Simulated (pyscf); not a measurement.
## Cl–B(Cl)–Cl (SMILES ClB(Cl)Cl), singlet

Gas-phase minimum from PySCF at ωB97X-D3(BJ)/def2-SVP, one conformer. 

```xyz
4

Cl     1.6068     0.4002    -1.0755
B      0.6643    -0.2478     0.2381
Cl     1.2990    -0.2245     1.8599
Cl    -0.9128    -0.9199    -0.0700
```
Charge 0, spin multiplicity 1.

Bonded distances (Å): Cl1–B2 1.742, B2–Cl3 1.742, B2–Cl4 1.742. Bond angles (°): Cl1–B2–Cl3 120.0, Cl1–B2–Cl4 120.0, Cl3–B2–Cl4 120.0.

Properties at ωB97X-D3(BJ)/def2-SVP:

- Harmonic wavenumbers, unscaled = 258, 258, 457, 485, 1015, 1015 cm⁻¹
- Zero-point energy = 5.0 kcal/mol
- Rotational symmetry number = 6
- Entropy of this conformer at 298 K and 1 atm, rigid rotor and harmonic oscillator, modes under 100 cm⁻¹ raised to 100 = 289.0 J/(mol K)
- Dipole moment = 0.00 D

Single-point totals, which compare only within one level (frozen core for MP2 and CC):

| level | total energy (hartree) |
|---|---|
| ωB97X-D3(BJ)/def2-TZVP | -1405.65552 |
| PBE/def2-TZVP | -1405.02163 |
| r²SCAN/def2-TZVP | -1405.51776 |
| B3LYP-D3(BJ)/def2-TZVP | -1405.67504 |
| PBE0-D3(BJ)/def2-TZVP | -1405.14004 |
| M06-2X/def2-TZVP | -1405.57010 |
| ωB97M-D3(BJ)/def2-TZVP | -1405.78593 |
| HF/def2-TZVPP | -1403.35246 |
| MP2/def2-TZVPP | -1404.01343 |
| CCSD/def2-TZVPP | -1404.05798 |
| CCSD(T)/def2-TZVPP | -1404.09063 |

The CCSD(T) − MP2 part came from Ansatz, without density fitting, on the same reference.
